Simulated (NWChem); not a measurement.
**C3H6 (SMILES C[C]C): levels of theory compared**

We compute a comparison of 3 runs (UHF/STO-3G, UHF/3-21G, UB3LYP/6-31G*) of C3H6. 

The results are computed with NWChem 7.3.0.

## (1) The molecule

C3H6 has 9 atoms, charge 0, and is taken as a triplet. As SMILES, `C[C]C`. The coordinates come from a GFN2-xTB relaxation.

Bond lengths: C1–C2 1.452 Å, C2–C3 1.452 Å, C1–H4 1.091 Å, C1–H5 1.101 Å, C1–H6 1.101 Å, C3–H7 1.100 Å, C3–H8 1.092 Å, C3–H9 1.100 Å. Some angles: C1–C2–C3 133.9°, C2–C1–H4 110.5°, C2–C1–H5 111.9°, C2–C1–H6 111.9°, C2–C3–H7 111.9°, C2–C3–H8 110.5°, C2–C3–H9 111.9°, H4–C1–H5 107.4°, H4–C1–H6 107.4°, H5–C1–H6 107.6°.

## (2) Energy and forces at UHF/STO-3G (run 1)

File geom.xyz:

```xyz
9
C3H6
C     -0.672380     0.760400    -0.868890
C     -0.202360    -0.489230    -0.298260
C      0.646640    -0.823110     0.830780
H     -1.313920     0.570240    -1.731020
H      0.160020     1.393530    -1.211720
H     -1.258780     1.346350    -0.144990
H      0.231850    -0.450390     1.779520
H      0.751400    -1.905740     0.922400
H      1.657520    -0.402040     0.722170
```

File geom.nw:

```
start geom
title "C3H6"
memory stack 880 mb heap 220 mb global 1100 mb
charge 0
geometry noautosym nocenter noautoz
   load geom.xyz
end
basis spherical bse
   C library STO-3G
   H library STO-3G
end
scf
   triplet
   uhf
   thresh 1e-08
   maxiter 80
end
task scf gradient
```

Command:

```sh
nwchem geom.nw > geom.out
```

Log:

```text
[...]
  functions       =    21
[...]
  wavefunction    = UHF
[...]
         Total SCF energy =   -115.609401267806
      One electron energy =   -291.822353163565
      Two electron energy =    107.397657819117
 Nuclear repulsion energy =     68.815294076642
                       Sz =      1.0000
                 Sz(Sz+1) =      2.0000
                      S^2 =      2.0202
[...]
                         UHF ENERGY GRADIENTS
    atom               coordinates                        gradient
                 x          y          z           x          y          z
   1 C      -1.270614   1.436948  -1.641964    0.011572  -0.048942   0.013213
   2 C      -0.382405  -0.924511  -0.563630    0.015906   0.037636   0.023388
   3 C       1.221972  -1.555452   1.569947   -0.030993   0.002494  -0.041740
   4 H      -2.482949   1.077597  -3.271153   -0.001619  -0.000717  -0.002222
   5 H       0.302394   2.633390  -2.289819    0.007194   0.003324  -0.002559
   6 H      -2.378749   2.544233  -0.273991   -0.004552   0.002914   0.006348
   7 H       0.438133  -0.851114   3.362805   -0.004634   0.002986   0.006187
   8 H       1.419940  -3.601326   1.743083    0.000034  -0.003046  -0.000099
   9 H       3.132259  -0.759745   1.364703    0.007092   0.003353  -0.002515
[...]
```

It took 1.9 s on 1 thread of Intel Xeon Platinum 8259CL at 2.50GHz (Skylake/Cascade Lake), shared host; peak memory 0.1 GiB.

## (3) Energy and forces at UHF/3-21G (run 2)

File m1.nw:

```
start m1
title "C3H6 hf"
memory 2200 mb
geometry units angstrom noautosym nocenter noautoz
   C     -0.672380     0.760400    -0.868890
   C     -0.202360    -0.489230    -0.298260
   C      0.646640    -0.823110     0.830780
   H     -1.313920     0.570240    -1.731020
   H      0.160020     1.393530    -1.211720
   H     -1.258780     1.346350    -0.144990
   H      0.231850    -0.450390     1.779520
   H      0.751400    -1.905740     0.922400
   H      1.657520    -0.402040     0.722170
end
basis spherical bse
   * library 3-21G
end
scf
   triplet
   uhf
   thresh 1e-08
   maxiter 80
   print medium
end
task scf gradient
```

Command:

```sh
nwchem m1.nw > m1.out
```

Log:

```text
[...]
  functions       =    39
[...]
  wavefunction    = UHF
[...]
         Total SCF energy =   -116.356368928006
      One electron energy =   -291.628513772752
      Two electron energy =    106.456850768104
 Nuclear repulsion energy =     68.815294076642
                       Sz =      1.0000
                 Sz(Sz+1) =      2.0000
                      S^2 =      2.0223
[...]
                         UHF ENERGY GRADIENTS
    atom               coordinates                        gradient
                 x          y          z           x          y          z
   1 C      -1.270614   1.436948  -1.641964    0.007040  -0.025662   0.008253
   2 C      -0.382405  -0.924511  -0.563630    0.008183   0.019124   0.011999
   3 C       1.221972  -1.555452   1.569947   -0.016572   0.002941  -0.022228
   4 H      -2.482949   1.077597  -3.271153   -0.002273  -0.001840  -0.003131
   5 H       0.302394   2.633390  -2.289819    0.005507   0.002741  -0.002166
   6 H      -2.378749   2.544233  -0.273991   -0.003683   0.002421   0.004800
   7 H       0.438133  -0.851114   3.362805   -0.003507   0.002189   0.004996
   8 H       1.419940  -3.601326   1.743083   -0.000370  -0.004394  -0.000704
   9 H       3.132259  -0.759745   1.364703    0.005674   0.002481  -0.001820
[...]
```

Run time: 2.1 s. Hardware: 1 thread of Intel Xeon Platinum 8259CL at 2.50GHz (Skylake/Cascade Lake), shared host; peak memory 0.099 GiB.

## (4) Energy and gradient at UB3LYP/6-31G(d) (Cartesian functions) (run 3)

File run.py:

```python
from ase import Atoms
from ase.calculators.nwchem import NWChem

system = Atoms(['C', 'C', 'C', 'H', 'H', 'H', 'H', 'H', 'H'], positions=[
    [-0.672380, 0.760400, -0.868890],
    [-0.202360, -0.489230, -0.298260],
    [0.646640, -0.823110, 0.830780],
    [-1.313920, 0.570240, -1.731020],
    [0.160020, 1.393530, -1.211720],
    [-1.258780, 1.346350, -0.144990],
    [0.231850, -0.450390, 1.779520],
    [0.751400, -1.905740, 0.922400],
    [1.657520, -0.402040, 0.722170],
])

calc = NWChem(
    label='c3h6',
    theory='dft',
    memory='2200 mb',
    basis='6-31G*',
    dft={'xc': 'b3lyp', 'mult': '3', 'grid': 'xfine', 'convergence': 'energy 1e-08', 'iterations': '100', 'mulliken': None},
)
system.calc = calc

forces = system.get_forces()
print("Total energy (eV):", round(system.get_potential_energy(), 6))
print("forces (eV/A):")
for s, f in zip(system.symbols, forces):
    print(f"{s:2s} {f[0]:10.5f} {f[1]:10.5f} {f[2]:10.5f}")
```

Command:

```sh
export ASE_NWCHEM_COMMAND="nwchem PREFIX.nwi > PREFIX.nwo"
python run.py
```

Log:

```text
Total energy (eV): -3205.524213
forces (eV/A):
C    -0.09328    0.19571   -0.11961
C    -0.17376   -0.38752   -0.25084
C     0.14120   -0.09786    0.18574
H    -0.14984    0.07806   -0.19520
H     0.07112    0.17170   -0.06500
H    -0.09055    0.16563    0.05512
H     0.01594    0.03615    0.19571
H     0.09642   -0.20420    0.12064
H     0.18270    0.04237    0.07348
```

The calculator wrote c3h6.nwi:

```
title "c3h6"

permanent_dir c3h6

scratch_dir c3h6

start c3h6

geometry units angstrom nocenter noautosym noautoz
  C  -6.7237999999999998e-01 7.6039999999999996e-01 -8.6889000000000005e-01
  C  -2.0236000000000001e-01 -4.8923000000000000e-01 -2.9826000000000003e-01
  C  6.4663999999999999e-01 -8.2311000000000001e-01 8.3077999999999996e-01
  H  -1.3139200000000000e+00 5.7023999999999997e-01 -1.7310200000000000e+00
  H  1.6002000000000000e-01 1.3935299999999999e+00 -1.2117199999999999e+00
  H  -1.2587800000000000e+00 1.3463499999999999e+00 -1.4499000000000001e-01
  H  2.3185000000000000e-01 -4.5039000000000001e-01 1.7795200000000000e+00
  H  7.5139999999999996e-01 -1.9057400000000000e+00 9.2240000000000000e-01
  H  1.6575200000000001e+00 -4.0204000000000001e-01 7.2216999999999998e-01
end

memory 2200 mb

basis noprint
   * library 6-31G*
end

dft
  xc b3lyp
  mult 3
  grid xfine
  convergence energy 1e-08
  iterations 100
  mulliken
end

task dft gradient
```

c3h6.nwo (excerpt; [...] marks lines left out):

```text
[...]
      One electron energy =     -292.973214629768
[... 2 lines left out ...]
 Nuclear repulsion energy =       68.815294076642
[... 928 lines left out ...]
          Convergence on energy requested:  1.00D-08
[... 23 lines left out ...]
          Spatial weights used:  Erf1
[...]
  wavefunction    = open shell
                         DFT ENERGY GRADIENTS
    atom               coordinates                        gradient
                 x          y          z           x          y          z
   1 C      -1.270614   1.436948  -1.641964    0.001814  -0.003806   0.002326
   2 C      -0.382405  -0.924511  -0.563630    0.003379   0.007536   0.004878
   3 C       1.221972  -1.555452   1.569947   -0.002746   0.001903  -0.003612
[... 5 lines of this table left out ...]
   9 H       3.132259  -0.759745   1.364703   -0.003553  -0.000824  -0.001429
[...]
```

It took 50 s on 1 thread of Intel Xeon Platinum 8259CL at 2.50GHz (Skylake/Cascade Lake), shared host; peak memory 0.14 GiB.

## (5) The series

```csv
run,level,Cartesian functions,iteration cap,energy (Eh),dipole moment (D),HOMO energy (eV),LUMO energy (eV),wall time
1,UHF/STO-3G,no,80,-115.609401,0.21,-7.68,9.04,1.9 s
2,UHF/3-21G,no,80,-116.356369,0.56,-8.97,4.69,2.1 s
3,UB3LYP/6-31G* (Cartesian functions),yes,100,-117.800843,0.63,-4.71,-1.05,50 s
```

## (6) Summary of results

| quantity | value |
| --- | --- |
| run 3: total energy | -117.80084 Eh |
| run 3: dipole moment | 0.63 D |
| run 3: HOMO energy (highest over α and β) | -4.71 eV |
| run 3: LUMO energy (lowest over α and β) | -1.05 eV |
| run 3: ⟨S²⟩ | 2.006 |
| run 3: largest force on an atom | 0.493 eV/Å |

**Reading.** The dipole moment (its size) runs from 0.21 D (UHF/STO-3G) to 0.63 D (UB3LYP/6-31G*). The two ends differ in method and basis. In run 1 the basis is minimal, so the values are rough. All runs together took 54 s, the longest 50 s.
